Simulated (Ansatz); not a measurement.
Rutile MnO₂, treated with PBE0 (Ansatz, an electronic-structure program, plane waves, PAW).

Settings: plane-wave cutoff 500 eV, 6×6×10 k mesh (along the axes of the cell as run), Fermi–Dirac smearing 0.05 eV, spin-polarised with opposed moments, scalar-relativistic PAW data made under PBE.

Cell (relaxed with r²SCAN):

```
MnO2
1.0
    4.38314    -0.00001     0.00000
   -0.00001     4.38314     0.00000
    0.00000     0.00000     2.86105
Mn O
2 4
Cartesian
  0.00000   0.00000   0.00000
  2.19157   2.19157   1.43053
  1.33590   1.33590   0.00000
  3.52747   0.85566   1.43053
  0.85566   3.52747   1.43053
  3.04723   3.04723   0.00000
```

Problem. Predict the magnetic moment (largest site, within a sphere) and band gap.

Solution. 
- magnetic moment (largest site, within a sphere): 2.54 μB
- band gap: 2.50 eV (on the SCF k mesh)

Note: exact exchange on metals is sensitive to the k mesh and can open a false gap; the collinear magnetic order is the start's and need not be the measured one; cell and atoms aren't relaxed at this level (largest force component 0.11 eV/Å, pressure -2.7 GPa).

Moments are spin moments.
